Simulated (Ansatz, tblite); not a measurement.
**The cluster ZrS₃−: one state, many levels**

One table from this session's results is given with a row withheld; the runs are named, their logs left out.

The runs use Ansatz 0.2.0, Gaussian basis; as each input shows.

Plan: GFN1-xTB, GFN2-xTB, PBE-D4/def2-TZVPD, r2SCAN-D4/def2-TZVPD, HSE06-D4/def2-TZVPD, CAM-B3LYP-D4/def2-TZVPD, B97M-V/def2-TZVPD, B2PLYP/def2-TZVPD, B3LYP-D4/def2-TZVPD, PBE-D4/def2-SVPD, PBE0-D4/def2-SVPD, CCSD(T)/def2-SVPD, MP2/def2-TZVPD, RPA/def2-TZVPD.

3 further runs of the same task are left out: 1 that didn't finish, 2 set aside as unsound or not needed.

### The geometry

The geometry is that of the doublet, from an earlier relaxation (PBE0-D4/def2-SVPD). At that level it is the lowest of the isomers that a small search found.

4 atoms, charge -1, spin multiplicity 2.

Bond lengths: Zr1–S2 2.327 Å, Zr1–S3 2.327 Å, Zr1–S4 2.327 Å. Angles: S2–Zr1–S3 117.2°, S2–Zr1–S4 117.2°, S3–Zr1–S4 117.1°.

As a file:

```
Zr   -0.0038    0.2245   -0.1968
S     2.1740    0.4337    0.5973
S    -1.7213    0.9050    1.2187
S    -0.4489   -1.5632   -1.6192
```

Zr takes a core potential in the def2 sets. No spin-orbit coupling is included. The ion is computed in the gas phase, without counter-ions or solvent.

PBE0-D4/def2-TZVPD was run before; its log isn't repeated, and its numbers join the tables.

Set-up of the first run:

Tight binding, by tblite at 300 K electronic temperature and without a spin-polarisation term:

```python
tblite.interface.Calculator('GFN1-xTB', numbers, positions, charge=-1, uhf=1).singlepoint()
```

Tight binding, by tblite at 300 K electronic temperature and without a spin-polarisation term:

```python
tblite.interface.Calculator('GFN2-xTB', numbers, positions, charge=-1, uhf=1).singlepoint()
```

start.molden holds the orbitals of an earlier run on this state, given as this run's starting guess.

in.yaml reads:

```yaml
crystal:
  periodic: [false, false, false]
  atoms:
    - {symbol: Zr, position_ang: [-0.003767, 0.224487, -0.196844]}
    - {symbol: S, position_ang: [2.173989, 0.433726, 0.597313]}
    - {symbol: S, position_ang: [-1.721350, 0.905026, 1.218747]}
    - {symbol: S, position_ang: [-0.448862, -1.563240, -1.619205]}
basis:
  gaussian: {orbitals: def2-TZVPD, initial_orbitals: start.molden}
total_charge: -1
magnetization: {spin_polarized: true, initial_magnetization: 1}
hamiltonian: {xc: pbe, dispersion: d4}
scf: {omitted_lower_state_checks: [starts]}
output: {orbitals: {seedname: orbitals}}
```

Run with:

```console
$ ansatz run in.yaml --threads 4 --pin off --events-out ev --progress --plain --max-ram 3916MiB
```

Steps of the session up to this table: PBE-D4/def2-TZVPD; r2SCAN-D4/def2-TZVPD; HSE06-D4/def2-TZVPD; CAM-B3LYP-D4/def2-TZVPD; B97M-V/def2-TZVPD; B2PLYP/def2-TZVPD; B3LYP-D4/def2-TZVPD; PBE-D4/def2-SVPD; PBE0-D4/def2-SVPD; CCSD(T)/def2-SVPD; MP2/def2-TZVPD; RPA/def2-TZVPD.

One of the session's tables, all rows but one given; the rest of the session is left out.

```
                  level  HOMO (eV)  LUMO (eV)  gap (eV)
       PBE-D4/def2-SVPD      -1.81      -1.26      0.55
      PBE-D4/def2-TZVPD          ?          ?         ?
   r2SCAN-D4/def2-TZVPD      -1.91      -1.24      0.67
      B97M-V/def2-TZVPD      -1.96      -1.31      0.65
    B3LYP-D4/def2-TZVPD      -2.40      -0.84      1.57
      PBE0-D4/def2-SVPD      -2.64      -0.80      1.84
     PBE0-D4/def2-TZVPD      -2.56      -0.72      1.85
    HSE06-D4/def2-TZVPD      -2.19      -1.05      1.14
CAM-B3LYP-D4/def2-TZVPD      -3.58       0.03      3.61
```

**Question.** Estimate the row for PBE-D4/def2-TZVPD.

As computed: HOMO (eV): -1.74; LUMO (eV): -1.19; gap (eV): 0.55. In the column «HOMO (eV)» it is the highest.
